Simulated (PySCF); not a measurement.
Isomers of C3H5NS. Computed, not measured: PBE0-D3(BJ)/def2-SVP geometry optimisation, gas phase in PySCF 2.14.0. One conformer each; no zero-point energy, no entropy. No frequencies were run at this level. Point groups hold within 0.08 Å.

Task: Order them by energy at this level, lowest first, and give relative energies in kJ/mol.
A. `[CH3:1][S:2][CH2:3][C:4]#[N:5]` with C1–S2–C3–C4 -62°
B. `[CH3:1][CH2:2][N:3]=[C:4]=[S:5]` with C1–C2–N3–C4 -1° (ethyl isothiocyanate)

Result: B (0.0), A (60.2).

As drawn, the lower has cumulated double bonds, a C=N bond and a C=S bond, which the higher lacks; the higher has a C≡N group, which the lower lacks.

```json
{"SMILES": "CCN=C=S", "E (Eh)": "-569.67783", "E rel (kJ/mol)": "0.0", "dipole (D)": "3.84", "point group": "Cs", "A, B, C (MHz)": "17438, 1620, 1510"}
{"SMILES": "CSCC#N", "E (Eh)": "-569.65490", "E rel (kJ/mol)": "60.2", "dipole (D)": "3.07", "point group": "C1", "A, B, C (MHz)": "7753, 2600, 2159"}
```
